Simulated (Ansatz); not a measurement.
Energy needed to pull apart SiHSCl (SMILES S=[SiH]Cl), singlet, into free ground-state atoms, from the structure below (displaced at random from a GFN2-xTB minimum); no zero-point or spin–orbit terms; open-shell atoms are treated unrestricted, in their ground-state multiplicity.

```xyz
4
angstrom
S -1.8746 -0.6676 0.1801
Si -0.0429 0.1213 0.0094
Cl 1.7436 -0.7968 0.4658
H 0.4111 1.4302 -0.6769
```

Ansatz 0.2.0; basis: def2-TZVPP; cores frozen in the correlated methods.

```json
{"method": "PBE-D4", "atomization energy (eV)": "12.49"}
{"method": "revPBE-D4", "atomization energy (eV)": "12.19"}
{"method": "r2SCAN-D4", "atomization energy (eV)": "?"}
{"method": "B97M-V", "atomization energy (eV)": "12.54"}
{"method": "PBE0-D4", "atomization energy (eV)": "12.14"}
{"method": "wB97M-V", "atomization energy (eV)": "12.27"}
{"method": "HF", "atomization energy (eV)": "8.30"}
{"method": "MP2", "atomization energy (eV)": "?"}
{"method": "CCSD", "atomization energy (eV)": "11.30"}
{"method": "CCSD(T)", "atomization energy (eV)": "11.67"}
```

Task: What does r2SCAN-D4 give? (An estimate is asked for; the value comes from the calculation.)

Result: By the calculation: 12.36 eV, which is about 0.69 eV more than CCSD(T)/def2-TZVPP.

Task: What does MP2 give? (To be estimated.)

Result: By the calculation: 12.08 eV, which is about 0.41 eV more than CCSD(T)/def2-TZVPP.

In triple zeta the MP2 and coupled-cluster atomization energies are still short of their basis limit by a few kcal/mol a bond, whereas those of the functionals are nearly converged, so these differences are not deviations from converged CCSD(T).

The T1 diagnostic stays at or below 0.017.

For scale, one of the runs: CCSD(T)/def2-TZVPP forces, 140 basis functions (an equivalent command: `ansatz run in.yaml --threads 4`). The run took 30 s on 4 CPU threads (shared host), with 1.2 GiB of host memory at its peak.
